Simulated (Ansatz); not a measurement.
Molecule (SMILES): S (H2S).
Atoms: S1, H2, H3. Bonds: S1-H2, S1-H3.

Basis-set convergence of the highest harmonic wavenumber at MP2 with Ansatz (a quantum-chemistry and plane-wave program). Each level at its own minimum, finite differences of forces, unscaled; the reference is a large set that could be run, not a limit. All functions are spherical. Cores are frozen. Core-valence sets carry the plain set on hydrogen. No added dispersion term, no relativity. Reference: the value in pcseg-3, 2801 cm⁻¹, itself unsure by roughly 4 cm⁻¹ (its mean distance from def2-QZVPP, cc-pV(Q+d)Z, aug-pcseg-2). Deviations are taken from unrounded values.

```json
[
 {"basis": "def2-SV(P)", "functions": "22", "highest harmonic wavenumber (cm⁻¹)": "2753", "minus reference (cm⁻¹)": "-47"},
 {"basis": "cc-pV(D+d)Z", "functions": "33", "highest harmonic wavenumber (cm⁻¹)": "2825", "minus reference (cm⁻¹)": "25"},
 {"basis": "aug-pcseg-1", "functions": "45", "highest harmonic wavenumber (cm⁻¹)": "2817", "minus reference (cm⁻¹)": "16"},
 {"basis": "def2-TZVP", "functions": "49", "highest harmonic wavenumber (cm⁻¹)": "2797", "minus reference (cm⁻¹)": "-4"},
 {"basis": "6-311++G(2d,2p)", "functions": "55", "highest harmonic wavenumber (cm⁻¹)": "2774", "minus reference (cm⁻¹)": "-26"},
 {"basis": "def2-TZVPD", "functions": "64", "highest harmonic wavenumber (cm⁻¹)": "2786", "minus reference (cm⁻¹)": "-15"},
 {"basis": "def2-TZVPPD", "functions": "85", "highest harmonic wavenumber (cm⁻¹)": "2802", "minus reference (cm⁻¹)": "2"},
 {"basis": "cc-pCVTZ", "functions": "87", "highest harmonic wavenumber (cm⁻¹)": "2804", "minus reference (cm⁻¹)": "4"},
 {"basis": "aug-pcseg-2", "functions": "96", "highest harmonic wavenumber (cm⁻¹)": "2796", "minus reference (cm⁻¹)": "-5"}
]
```
